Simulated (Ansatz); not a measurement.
Two isomers of C3H6ClFO: A = `COC(F)CCl`, B = `CC(Cl)OCF`.

Computed with Ansatz on PBE0-D4/def2-TZVP structures; ΔE is electronic, products minus reactants. CCSD(T)/CBS adds triple-zeta CCSD(T) − MP2 to the extrapolated MP2 energy (def2 sets, frozen cores). DFT in def2-TZVPP. B3LYP here is the variant with VWN-RPA as its local correlation; programs differ in this. Each species was taken in one conformer, which may not be the lowest.

Task: Which isomer does CCSD(T)/CBS put lower? Give the gap. (An estimate is asked.)

Result: Computed: B, by 18.3 kJ/mol.

Task: Give E(B) − E(A) in kJ/mol with CCSD(T)/def2-TZVPP, PBE-D4, ωB97M-V, B3LYP, B2PLYP, r2SCAN-D4, HF/def2-TZVPP. (Estimate.)

Result: The calculation gave: CCSD(T)/def2-TZVPP -18.1, PBE-D4 -21.6, ωB97M-V -17.7, B3LYP -17.4, B2PLYP -18.4, r2SCAN-D4 -21.4, HF/def2-TZVPP -12.0. None reverses the order clearly.

Largest T1 diagnostic: 0.011.

In def2-TZVPP, CCSD(T) changes the Hartree–Fock value by −6.1 kJ/mol (the triples alone add −1.8 kJ/mol) and MP2 by −8.7 kJ/mol.
